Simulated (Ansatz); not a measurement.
Consider the ligand exchange at the Al–C bond: `[CH3][AlH][OH]` + NH₃ → `[NH2][AlH][OH]` + CH₄.

Gas-phase electronic energies from Ansatz, PBE0-D4/def2-TZVP geometries. CCSD(T)/CBS adds triple-zeta CCSD(T) − MP2 to the extrapolated MP2 energy (def2 sets, frozen cores). This one scheme is used for every species. Functionals use def2-TZVPP. Each species was taken in one conformer, which may not be the lowest.

```csv
species,PBE0-D4 energy (Eh)
`[CH3][AlH][OH]`,-358.63654
NH₃,-56.51608
`[NH2][AlH][OH]`,-374.71154
CH₄,-40.47612
```

Task: Work out ΔE.

Result: ΔE = (-374.71154) + (-40.47612) − (-358.63654) − (-56.51608) = -0.03504 Eh = -92.0 kJ/mol. CCSD(T)/CBS gives -97.1 kJ/mol.

Largest T1 diagnostic among the species: 0.011.

Leaving LDA and LC-ωPBE aside and taking each functional with its dispersion term where it has one, the values, not all of them listed here, spread over 12.4 kJ/mol, from BHLYP-D4 to PBE-D4. From BLYP to BHLYP (50 % exact exchange), in def2-TZVPP and without D4, ΔE moves by −5.0 kJ/mol.
